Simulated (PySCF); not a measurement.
## Deuteron quadrupole couplings in `OC/P=P\CP`

C2H7OP3.
Atom-mapped SMILES: `[OH:1][CH2:2]/[P:3]=[P:4]\[CH2:5][PH2:6]` (hydrogens: H7 on O1; H8, H9 on C2; H10, H11 on C5; H12, H13 on P6)

Geometry (GFN2-xTB, Å), atoms numbered from 1 in this order:
```
atom  x, y, z in Å
O1    -2.6633   -0.9691   -1.1696
C2    -1.5319   -0.2620   -0.7508
P3    -1.8207    0.5686    0.9227
P4    -0.0134    1.2395    1.5709
C5     1.2765    0.7667    0.2959
P6     1.7446   -1.0260    0.5393
H7    -3.4215   -0.3747   -1.2018
H8    -0.7272   -1.0021   -0.6743
H9    -1.2435    0.5017   -1.4928
H10    2.1486    1.4025    0.4623
H11    0.9216    0.9133   -0.7266
H12    2.9581   -0.9365   -0.1455
H13    2.3678   -0.8214    1.7689
```

Level: PBE0/pcSseg-1 (PySCF, non-relativistic); Q(2H) = 0.00286 b; rigid geometry, the same for H and D, with no vibrational averaging.

**Question.** Rank these positions by the coupling χzz of a deuteron there, largest first.
A. H8 (methylene hydrogen)
B. H10 (methylene hydrogen)
C. H13 (P–H hydrogen)
D. H7 (hydroxyl hydrogen)

**Answer.** D (311 kHz), B (206 kHz), A (191 kHz), C (134 kHz).

**Question.** Tabulate Vzz, the asymmetry η and χzz = 234.96 MHz × Q × Vzz for every hydrogen position.

**Answer.** 
```tsv
atom	bonded to	bond length (Å)	Vzz (au)	η	χzz (kHz)
H7	O1	0.964	0.4629	0.15	311
H8	C2	1.096	0.2842	0.08	191
H9	C2	1.103	0.2816	0.08	189
H10	C5	1.092	0.3068	0.01	206
H11	C5	1.092	0.3088	0.00	208
H12	P6	1.396	0.1984	0.07	133
H13	P6	1.394	0.1996	0.09	134
```

**Question.** Average by the element that carries the hydrogen.

**Answer.** on O: 311 kHz over 1 position, mean bond length 0.964 Å; on C: 198 kHz over 4 positions, mean bond length 1.096 Å; on P: 134 kHz over 2 positions, mean bond length 1.395 Å.

The structure is a single GFN2-xTB conformer in the gas phase; no vibrational or solvent corrections. GFN2-xTB bond lengths can be off by several hundredths of an ångström, more for odd bonds, and the gradients follow them. With so small a basis the couplings can be 20 % off.
